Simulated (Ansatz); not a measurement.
Results of LDA (Ansatz, a program for electronic structure, plane waves, PAW) for 1T (CdI2-type) CdI2.

Numerical settings: plane-wave cutoff 520 eV, 12×12×6 k mesh (along the axes of the cell as run), Fermi–Dirac smearing 0.01 eV, scalar-relativistic PAW data made under PBE.

The cell is scaled about its equilibrium volume:

Shape and atoms are relaxed at each volume.

```csv
V (Å³/atom),P (GPa),direct gap at Γ (eV),smallest gap on the k mesh (eV),c (Å)
31.999,0.96,2.495,2.083,6.507
32.665,0.43,2.490,2.132,6.580
33.332,0.00,2.501,2.167,6.660
33.999,-0.34,2.526,2.200,6.748
34.665,-0.58,2.496,2.232,6.845
```

The fundamental gap (2.14 eV at the equilibrium volume, with added k points) lies elsewhere than Γ–Γ.

Note: the bulk modulus comes from volumes at which shape and atoms were relaxed.

Spin–orbit coupling is not included; with these elements it can move the gap by several tenths of an eV or more.
